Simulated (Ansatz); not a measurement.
Consider the substitution at a C–C bond: `C[CH2][AlH2]` + HCl → `[AlH2][CH2]Cl` + CH₄.

Computed with Ansatz on PBE0-D4/def2-TZVP structures; ΔE is electronic, products minus reactants. CCSD(T)/CBS adds triple-zeta CCSD(T) − MP2 to the extrapolated MP2 energy (def2 sets, frozen cores). This one scheme is used for every species. Functionals use def2-TZVPP. B3LYP here is the variant with VWN-RPA as its local correlation; programs differ in this. HSE06 is defined as in plane-wave codes.

| level | ΔE (kJ/mol) | difference from CCSD(T)/CBS |
| --- | --- | --- |
| LDA (SPW92) | 14.3 | 4.7 |
| PBE-D4 | 7.0 | -2.6 |
| BLYP-D4 | 2.5 | -7.1 |
| r2SCAN-D4 | 7.0 | -2.6 |
| B97M-V | 8.6 | -1.0 |
| B3LYP-D4 | 5.2 | -4.4 |
| r2SCANh-D4 | 8.0 | -1.6 |
| r2SCAN0-D4 | 9.3 | -0.3 |
| HSE06-D4 | 9.6 | 0.0 |
| BHLYP-D4 | 6.8 | -2.8 |
| CAM-B3LYP-D4 | 8.4 | -1.2 |
| ωB97X-V | 8.4 | -1.2 |
| ωB97M-V | 8.6 | -1.0 |
| B2PLYP | 6.7 | -2.9 |
| PBE-QIDH | 11.8 | 2.2 |
| PBE | 6.2 | -3.4 |
| revPBE | 3.9 | -5.7 |
| BLYP | 0.9 | -8.7 |
| r2SCAN | 6.6 | -3.0 |
| PBE0 | 9.2 | -0.4 |
| B3LYP | 4.2 | -5.4 |
| r2SCANh | 7.6 | -2.0 |
| r2SCAN0 | 9.0 | -0.6 |
| BHLYP | 6.8 | -2.8 |
| LC-ωPBE | 12.2 | 2.6 |
| HF/def2-SVP | 14.1 | 4.5 |
| MP2/def2-SVP | 23.7 | 14.1 |
| CCSD/def2-SVP | 22.8 | 13.2 |
| CCSD(T)/def2-SVP | 22.7 | 13.1 |
| HF/def2-TZVPP | 6.2 | -3.4 |
| MP2/def2-TZVPP | 12.8 | 3.2 |
| SCS-MP2/def2-TZVPP | 10.9 | 1.3 |
| CCSD/def2-TZVPP | 13.9 | 4.3 |
| CCSD(T)/def2-TZVPP | 13.0 | 3.4 |
| HF/def2-QZVPP | 6.1 | -3.5 |
| MP2/def2-QZVPP | 10.7 | 1.1 |
| SCS-MP2/def2-QZVPP | 9.0 | -0.6 |
| HF/CBS(def2) | 6.0 | -3.6 |
| MP2/CBS(def2) | 9.3 | -0.3 |
| CCSD/CBS(def2) | 10.4 | 0.8 |
| CCSD(T)/CBS | 9.6 | 0 |

Largest T1 diagnostic among the species: 0.009.

Leaving LDA and LC-ωPBE aside and taking each functional with its dispersion term where it has one, the values spread over 9.4 kJ/mol, from BLYP-D4 to PBE-QIDH. LDA lies +8.1 kJ/mol from PBE without D4. In def2-TZVPP, CCSD(T) changes the Hartree–Fock value by +6.8 kJ/mol (the triples alone add −0.8 kJ/mol) and MP2 by +6.6 kJ/mol. At CCSD(T), def2-SVP lies +13.1 kJ/mol from the extrapolated value and def2-TZVPP +3.4 kJ/mol.
